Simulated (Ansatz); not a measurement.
Molecule (SMILES): F (HF).
Atoms: F1, H2. Bonds: F1-H2.

Basis-set convergence of the optimised F1-H2 bond length at PBE0 with Ansatz (a first-principles code). Cartesian d functions, on some or all atoms, in 6-31G**; all else is spherical. The program fits the integrals of some runs and decomposes those of others, by size. No added dispersion term, no relativity. Reference: the value in aug-cc-pV5Z, 0.9178 Å, itself unsure by roughly 0.0001 Å (its mean distance from pcseg-4, aug-pcseg-3, aug-cc-pVQZ).

```json
[
 {"basis": "STO-3G", "functions": "6", "optimised F1-H2 bond length (Å)": "0.9871"},
 {"basis": "3-21G", "functions": "11", "optimised F1-H2 bond length (Å)": "…"},
 {"basis": "6-31G", "functions": "11", "optimised F1-H2 bond length (Å)": "…"},
 {"basis": "cc-pVDZ", "functions": "19", "optimised F1-H2 bond length (Å)": "0.9223"},
 {"basis": "6-31G**", "functions": "20", "optimised F1-H2 bond length (Å)": "…"},
 {"basis": "pcseg-2", "functions": "44", "optimised F1-H2 bond length (Å)": "0.9177"},
 {"basis": "6-311++G(3df,3pd)", "functions": "57", "optimised F1-H2 bond length (Å)": "0.9177"},
 {"basis": "aug-pcseg-2", "functions": "69", "optimised F1-H2 bond length (Å)": "…"},
 {"basis": "aug-pcseg-3", "functions": "134", "optimised F1-H2 bond length (Å)": "0.9178"}
]
```

Question: What belongs in the gaps?

Answer: 
- 3-21G, optimised F1-H2 bond length (Å): 0.9622
- 6-31G, optimised F1-H2 bond length (Å): 0.9439
- 6-31G**, optimised F1-H2 bond length (Å): 0.9204
- aug-pcseg-2, optimised F1-H2 bond length (Å): 0.9181
